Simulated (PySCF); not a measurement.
Compound: C4H7O (charge +1).
Cartesian coordinates in Å at the PBE0-D3(BJ)/def2-SVP level; atoms count from 1:
```
atom  x, y, z in Å
C1    -1.1315   -0.4127   -0.0464
C2     0.3543   -0.6459    0.1599
C3     1.1324    0.6721   -0.1356
C4     2.5348    0.5284    0.0376
O5     3.6325    0.3734    0.1853
H6    -1.6713   -1.3469    0.1634
H7    -1.5229    0.3594    0.6324
H8    -1.3601   -0.1198   -1.0818
H9     0.7290   -1.4336   -0.5108
H10    0.5673   -0.9560    1.1939
H11    0.8261    1.5004    0.5350
H12    0.9884    1.0203   -1.1785
```

The closed-shell ground state was solved at several levels (PySCF, density fitting, gas phase, non-relativistic).

```csv
level,basis functions,total energy (Eh),HOMO (eV),LUMO (eV),gap (eV)
PBE0/pcSseg-1,120,-231.2606,-14.71,-7.81,6.90
PBE0/def2-SVPD,159,-231.1307,-14.69,-7.81,6.88
B3LYP/pcJ-1,205,-231.5749,-14.52,-8.10,6.42
```

Task: Estimate the row for wB97X-D/pcSseg-2, a basis of 278 functions; the other rows only guide the guess.

Result: Total energy -231.5765 Eh, HOMO -16.59 eV, LUMO -5.83 eV, gap 10.76 eV.

Task: Over all these levels, which gives the widest orbital gap and which the narrowest?

Result: wB97X-D/pcSseg-2 (range-separated hybrid) has the widest, 10.76 eV, and B3LYP/pcJ-1 (global hybrid, 20 % exact exchange) the narrowest, 6.42 eV. Functional and basis both differ between the two, so the spread mixes both effects.

One conformer stands for the species.

The pairwise dispersion term of wB97X-D wasn't added to the energies; at a given geometry it leaves orbitals and properties as they are.
